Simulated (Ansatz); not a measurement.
CH₃SH → `[CH2]` (triplet) + H₂S at 600 K and 1 bar (formal loss of a carbene).

Program: Ansatz. Geometries: PBE0-D4/def2-TZVP. ΔE: electronic, gas phase. CCSD(T)/CBS is extrapolated from def2-TZVPP and def2-QZVPP, frozen cores. Triplets are unrestricted, without spin–orbit coupling.

```
          species  CCSD(T)/CBS energy (Eh)  H − E (kJ/mol)  S (J/(mol·K))
            CH₃SH               -438.22435           152.3          296.8
`[CH2]` (triplet)                -39.09310            66.5          220.8
              H₂S               -398.97119            60.8          230.9
```

H − E and S are ideal-gas, rigid-rotor, harmonic terms from PBE0-D4/def2-TZVP, with the whole ground term of open shells counted as degenerate. 1 Eh = 2625.50 kJ/mol, R = 8.31446 J/(mol·K).

Q: By hand: ΔE, ΔH, ΔS and ΔG.

A: ΔE = (-39.09310) + (-398.97119) − (-438.22435) = 0.16006 Eh = 420.2 kJ/mol. Δ(H − E) = 66.5 + 60.8 − 152.3 = -25.0, so ΔH = 395.2 kJ/mol. ΔS = 220.8 + 230.9 − 296.8 = 154.9 J/(mol·K). ΔG = 395.2 − 600 × (154.9)/1000 = 302.3 kJ/mol.

Q: By hand: the equilibrium constant, and the temperature at which ΔG would vanish if ΔH and ΔS stayed fixed.

A: log₁₀ K = −ΔG/(RT ln 10) = -26.3. ΔG = 0 at ΔH/ΔS = 2551 K, far beyond where these terms or the molecules hold.

The number of gas molecules changes by +1, which sets the sign of ΔS. A doubt of 5 kJ/mol in ΔE shifts log₁₀ K by 0.4 here. A triplet takes part, so the spin changes. These are equilibria of isolated gas molecules and say nothing of rates. Largest T1 diagnostic: 0.011 (customary marks: 0.02 for closed shells, 0.045 for open ones).
